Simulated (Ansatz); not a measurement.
Mulliken charges of CH2N, SMILES `C=[N]` radical from B3LYP/def2-TZVPP in Ansatz (PBE0-D4/def2-TZVP geometry).

```json
{"atom": "C1", "x (Å)": "-0.014", "y (Å)": "-0.011", "z (Å)": "-0.014", "charge (e)": "-0.097"}
{"atom": "N2", "x (Å)": "0.729", "y (Å)": "0.589", "z (Å)": "0.772", "charge (e)": "-0.135"}
{"atom": "H3", "x (Å)": "-0.872", "y (Å)": "0.487", "z (Å)": "-0.486", "charge (e)": "0.116"}
{"atom": "H4", "x (Å)": "0.157", "y (Å)": "-1.065", "z (Å)": "-0.272", "charge (e)": "0.116"}
```

Q: By hand: the dipole of these point charges (1 e Å = 4.8032 D).

A: Σ q r = (-0.180, -0.145, -0.191) e Å, of length 0.300 e Å = 1.44 D.

Q: How does the dipole of the full density compare? (Estimate.)

A: The calculation gave: (-0.310, -0.251, -0.329) e Å, 2.48 D; the point charges give 0.58 times that, at 0° from its direction.

Point charges leave out the atoms' own dipoles, such as those of lone pairs, and Mulliken's split depends on the basis, so the two needn't agree.

B3LYP here is the variant with VWN-RPA as its local correlation; programs differ in this.
